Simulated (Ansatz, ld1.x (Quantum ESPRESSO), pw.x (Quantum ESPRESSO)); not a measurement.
# Equation-of-state test of one ultrasoft potential (C)

ld1.x (Quantum ESPRESSO) 7.5 input, shortened:

```
&input
   title='C', zed=6., rel=1, dft='PW', iswitch=3,
   config='[He] 2s2 2p2 3d-2'
 /
 &inputp
   pseudotype=3, tm=.true., lloc=-2, rcloc=1.70,
   nlcc=.true.,
   which_augfun='PSQ', rmatch_augfun_nc=.true.
 /
5
2S  1  0   2.00   0.00  0.80  1.05  0.0
2S  1  0   0.00  -0.40  0.80  1.05  0.0
2P  2  1   2.00   0.00  1.90  2.15  0.0
2P  2  1   0.00   2.50  1.90  2.15  0.0
3D  3  2  -2.00   0.05  1.65  1.75  0.0
 &test
   configts(1)='2s2 2p2'
 /
```

Crystal test: diamond C in pw.x 7.5, no spin, 13³ k-points, Fermi–Dirac smearing 0.01 Ry, cutoffs 45/600 Ry. The reference is all-electron LAPW (Ansatz 0.2.0) with the same functional, mesh and smearing; V0 and B0 come from Birch–Murnaghan fits to the pressures at five volumes. Errors are pseudo minus all-electron; Δ is the rms difference of the E(V) curves that follow from these fits, minima aligned, over ±6 % about the mean V0. Mesh and smearing are coarse, so the numbers serve the comparison and aren't converged zero-temperature values; the lattice is a test structure that the element need not adopt.

All-electron: a0 = 3.532 Å (V0 = 5.51 Å³/atom), B0 = 467.4 GPa.

Q: How far does the potential miss the all-electron equation of state?

A: converged, but broken (pressure over 100 GPa off). The pressure does not cross zero within the volumes sampled, so no fit is given. The largest radius (2.15 bohr) exceeds half the bond length (1.44 bohr), so the spheres overlap, which is one possible source of error among others. Atomic configuration tests: 1 of 9 tests not solved or not reliable. A pressure error of this size marks a broken potential; the numbers have no physical meaning.

```tsv
V (Å³/atom)	P all-electron (GPa)	P pseudo (GPa)
5.230	26.63	357.30
5.367	12.68	319.97
5.505	0.26	285.94
5.643	-10.80	254.93
5.780	-20.64	226.62
```

Q: At the middle volume, how do free energy and pressure move when the wave cutoff is lowered (ecutrho held at 600 Ry)?

A:

```csv
cutoff (Ry),shift of F (meV/atom),shift of P (GPa)
20,+150.8,-10.60
27,+36.0,-4.09
36,+2.0,-0.50
```

The run at the middle volume (84 k-points, 11 iterations) took about 9.3 s on one core of a shared host (Neoverse-V1, 32 threads, 247 GiB, load 24).
